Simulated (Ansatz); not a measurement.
[Br···H···H], doublet: reading a ladder of total energies

Geometry: a point of a hydrogen-transfer path between rigid fragments, not a stationary point.

```json
{"atom": "Br", "x (Å)": "0.0000", "y (Å)": "0.0000", "z (Å)": "-1.3783"}
{"atom": "H", "x (Å)": "0.0000", "y (Å)": "0.0000", "z (Å)": "0.3167"}
{"atom": "H", "x (Å)": "0.0000", "y (Å)": "0.0000", "z (Å)": "1.0617"}
```

Basis 6-31G (Cartesian d functions); Ansatz 0.2.0. Only valence electrons are correlated (noble-gas cores and the filled d shells of p-block atoms frozen), which leaves 9 electrons in 19 orbitals. R marks a restricted (for open shells ROHF) determinant. No spin–orbit coupling is included, and no scalar relativity.

Full CI is exact within this basis and frozen core; it isn't the basis-set limit.

Runs differ by some tens of microhartree through their thresholds and, for an open shell, their frozen cores, so steps under 0.03 kcal/mol mean nothing.

```tsv
level	total energy (hartree)
RHF	-2573.126215
RMP2	-2573.176447
RCCSD	-2573.189815
RCCSD(T)	-2573.190383
RCCSDT	-2573.190498
RCCSDT(Q)	-2573.190497
RCCSDTQ	-2573.190496
full CI	-2573.190495
```

Problem. What is the correlation energy at full CI, and what share of it do RMP2 and RCCSD recover?

Solution. E(corr) = -2573.190495 − (-2573.126215) = -0.064280 hartree = -1.749 eV. RMP2: -0.050232 / -0.064280 = 78.15 %. RCCSD: -0.063600 / -0.064280 = 98.94 %.

Problem. By how many kcal/mol does RCCSD(T) miss full CI (1 hartree = 627.509 kcal/mol), and which steps make up the rest?

Solution. -2573.190383 − (-2573.190495) = 0.000112 hartree = 0.07 kcal/mol. Steps: RCCSDT − RCCSD(T) = -0.07, RCCSDT(Q) − RCCSDT = 0.00, RCCSDTQ − RCCSDT(Q) = 0.00, full CI − RCCSDTQ = 0.00 kcal/mol. That is within 1 kcal/mol of the reference in this basis, which itself misses far more of the correlation at the basis-set limit.
